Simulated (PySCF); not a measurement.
# Orbital picture of BP

PBE0 at R = 1.741 Å; PySCF, no relativity, basis sets B def2-TZVP, P def2-TZVP. State: ³Π (triplet), unpaired electrons σ ↑, π ↑. Only the outer orbitals are listed, counted within each symmetry.

```
spin  orbital  occ.  ε (eV)  on B (%)         main shells (%)
   α       5σ     1  -18.03        29          66 P s, 21 B s
   α       6σ     1  -11.14        48  44 B s, 29 P p, 22 P s
   α       2π     1   -8.30        31          67 P p, 30 B p
   α       7σ     1   -7.88        67  45 B p, 31 P p, 22 B s
   α       2π     1   -7.38        37          62 P p, 36 B p
   α       3π     0   -1.98        64          63 B p, 31 P p
   α       3π     0   -1.42        59          58 B p, 36 P p
   β       5σ     1  -16.70        27          69 P s, 19 B s
   β       6σ     1   -9.75        30  47 P p, 28 B s, 22 P s
   β       2π     1   -7.01        29          70 P p, 27 B p
   β       2π     0   -4.53        32          68 P p, 30 B p
   β       7σ     0   -3.20        88  57 B s, 31 B p, 14 P p
   β       3π     0   -0.69        66          67 B p, 27 P p
```

Which are the highest filled and the lowest empty level, where do they sit, and how wide is the gap?

Highest filled β 2π at -7.01 eV (in %: 70 P p, 27 B p); lowest empty β 2π at -4.53 eV (in %: 68 P p, 30 B p); the gap at PBE0 is 2.48 eV. Both belong to one degenerate shell, split only by its one-sided filling, so this is no excitation gap.

```json
{"bond order (Mayer)": "2.33", "⟨S²⟩": "2.013", "charge on B (Mulliken, basis-dependent)": "0.03", "charge on B (Löwdin, basis-dependent)": "-0.46", "dipole moment (positive dipole means B(−)P(+))": "-0.24 D", "polarisability along the bond": "55.8 bohr³", "polarisability across the bond": "31.2 bohr³"}
```

The state was picked by a PBE0 search and need not be the measured ground state.
